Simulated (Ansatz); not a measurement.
`C=CCF`, charge 0, multiplicity 1.

Q: Give a relaxed structure at PBE0-D4/def2-TZVP (Ansatz). (Best estimate.)

A: Computed: 
Cartesian coordinates in Å:
```
C -0.756 0.857 0.775
C -0.360 -0.319 0.315
C 0.706 -0.519 -0.703
F 1.248 0.675 -1.123
H -1.540 0.933 1.517
H -0.306 1.777 0.421
H -0.816 -1.237 0.676
H 1.518 -1.132 -0.294
H 0.306 -1.036 -1.583
```
Point group Cs.
This is one stationary point; other conformers may exist.
